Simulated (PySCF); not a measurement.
Compound: trans-1-chloro-2-fluoroethylene, C2H2ClF.
Numbering: `[F:1]/[CH:2]=[CH:3]/[Cl:4]`

Geometry (PBE0-D3(BJ)/def2-SVP, Å), atoms numbered from 1 in this order:
```
atom  x, y, z in Å
F1    -1.6589    0.4983    0.5591
C2    -0.6209   -0.2445    0.1998
C3     0.5305    0.3120   -0.1683
Cl4    1.8833   -0.6387   -0.6367
H5    -0.8058   -1.3217    0.2366
H6     0.6718    1.3946   -0.1905
```

The computed photoelectron lines, unassigned: C 1s: 292.39 (area 1), 293.36 (area 1) eV; F 1s: 693.67 eV; Cl 1s: 2829.53 eV; Cl 2p3/2: 206.90 eV.

Method: PySCF, delta-SCF UKS SCAN, pcX-2 on the ionised atom, pcseg-1 elsewhere, spin-free X2C. Isolated species at its PBE0-D3(BJ)/def2-SVP geometry, gas phase.

Question: Which carbon gives which C 1s line?

Answer: 292.39 eV: C3 (vinylic C–Cl carbon); 293.36 eV: C2 (vinylic C–F carbon). The listed C 1s values span 0.97 eV, from C3 (bonded to Cl, C (double bond) and H) to C2 (bonded to F, C (double bond) and H). Summing the Pauling electronegativity differences to the bonded atoms, each weighted by its formal bond order, gives +0.26 for the lowest site and +1.08 for the highest.

Bonded neighbours of each site: F1: C; C2: F, C (double bond) and H; C3: Cl, C (double bond) and H; Cl4: C.

Question: What is the longest wavelength that can ionise C 1s of C3 vertically?

Answer: λ = hc/E = 12398.42 eV Å / 292.39 eV = 42.404 Å.

Spin–orbit coupling isn't in the SCF: each 2p doublet comes from a relaxed spin-free hole plus a matrix of the shell (mean-field spin–orbit coupling and the ground-state 2p splitting), with 2p3/2 averaged over its two sublevels. 2p1/2 minus 2p3/2 (ligand field included): Cl 1.65 eV.
